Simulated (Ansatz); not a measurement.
Species: CS2, net charge -1, doublet state. 
Coordinates optimised at B3LYP-D3(BJ)/def2-TZVP (Ansatz, a quantum-chemistry and plane-wave program):
```xyz
3

S     -1.5518     0.1147     0.0561
C     -0.0060    -0.1956    -0.3818
S      1.5540    -0.0413     0.0871
```
Charge -1, spin multiplicity 2.

Basis-set convergence of Hartree-Fock and CCSD(T) correlation energies (hartree) with Ansatz. Correlated levels leave the core frozen unless marked. Open shells are spin-unrestricted. No spin-orbit coupling. Non-relativistic.

| basis | functions | E(HF) | E(corr, CCSD(T)) |
|---|---|---|---|
| aug-cc-pV(D+d)Z | 87 | -832.95319 | -0.45372 |
| aug-cc-pV(T+d)Z | 156 | … | … |

Task: Complete the blanks.

Result: 
- aug-cc-pV(T+d)Z, E(HF): -832.98246
- aug-cc-pV(T+d)Z, E(corr, CCSD(T)): -0.55382
